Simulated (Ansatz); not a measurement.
Where CCSD(T) holds and where it slips

Each species is computed at the geometry given (Å), with frozen cores, in Ansatz 0.2.0: RHF-CCSD(T) for singlets, UHF-CCSD(T) otherwise, and full CI in the same basis. The program picks the determinant by a search with trial CCSD, so it needn't be the lowest Hartree–Fock solution. States: B3 quartet Σ⁻ or Δ, HAl–AlH singlet Ag, InH2⁻ singlet A', HNSi triplet A'. Cases whose determinant has another symmetry than full CI's state, or lies over 0.5 eV above the lowest of its kind, whose (Q) step broke down or whose higher cluster runs on it stay over 0.1 eV above full CI weren't drawn. No spin–orbit coupling is included; scalar relativity enters only through core potentials past Kr.

Q: Judging by size, spin and bonding, rank them by the size of CCSD(T)'s error in total energy against full CI in the same basis, smallest first (an estimate).
A. InH₂⁻, singlet, def2-SVPD: In 0.000 -0.032 -0.010; H 0.000 1.270 -1.375; H 0.000 2.413 2.553
B. HNSi, triplet, 6-31G: Si 0.000 0.033 0.606; N 0.000 -0.114 -1.089; H 0.000 0.663 -1.750
C. B$_{3}$, quartet, 6-31G: B 0.000 0.000 3.230; B 0.000 0.000 -0.854; B 0.000 0.000 -2.376
D. HAl–AlH, singlet, 6-31G: Al 0.000 -0.173 1.472; Al 0.000 0.173 -1.472; H 0.000 1.125 2.446; H 0.000 -1.125 -2.446

A: A (25.7 meV), D (34.7 meV), C (50.2 meV), B (99.7 meV).

| species | basis | correlated electrons | CCSD(T) − full CI (meV) | CCSDT(Q) − full CI (meV) | unpaired electrons (full CI) | T1 | ⟨S²⟩ of the determinant |
| --- | --- | --- | --- | --- | --- | --- | --- |
| InH2⁻, singlet | def2-SVPD | 6 | 25.7 | 0.4 | 0.19 | 0.041 | 0.00 |
| HAl–AlH, singlet | 6-31G | 8 | 34.7 | 1.7 | 0.24 | 0.029 | 0.00 |
| B3, quartet | 6-31G | 9 | 50.2 | 4.5 | 4.86 | 0.018 | 4.74 |
| HNSi, triplet | 6-31G | 10 | 99.7 | -2.6 | 2.23 | 0.062 | 2.01 |

Unpaired electrons are Σ n²(2−n)² over natural occupations; an open shell counts its own unpaired electrons too. Frozen cores follow each run's orbitals, which moves totals by a few meV. No single determinant describes B3, quartet well, by full CI's occupations. RHF is unstable for HAl–AlH, singlet in 6-31G: UHF reaches ⟨S²⟩ = 0.60. RHF is unstable for InH2⁻, singlet in def2-SVPD: UHF reaches ⟨S²⟩ = 0.52.
